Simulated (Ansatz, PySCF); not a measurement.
## Cohesive energy of zinc-blende BAs at several levels of theory

No measured value is used here.

| level (code) | value (eV/atom) | cell (Å³/atom) |
|---|---|---|
| PBE (Ansatz) | 4.64 | 13.90 |
| rVV10 (Ansatz) | 4.73 | 14.13 |
| r²SCAN (Ansatz) | 4.63 | 13.68 |
| PBE0 (Ansatz) | ___ | 13.57 |
| Hartree–Fock (PySCF) | 2.70 ± 0.1 | 13.95 |
| MP2 (PySCF) | 4.88 ± 0.2 | 13.33 |
| CCSD (PySCF) | ___ | 13.47 |

Q: Fill in the missing entries.

A: 
- PBE0 (Ansatz, a first-principles code), value (eV/atom): 4.60
- CCSD (PySCF), value (eV/atom): 4.32 ± 0.2

Free atoms are spin-polarised, in the lowest state found; at levels without +SOC their spin–orbit coupling is left out.  A ± on a computed value is a rough bar: the spread of its extrapolation, a floor set from checks against published values, or a statistical error. Each level is taken at its own relaxed cell. Cutoffs and k meshes differ between the levels. Ansatz's density-functional and Hartree–Fock values are scalar-relativistic unless marked +SOC, with PAW data made under PBE.
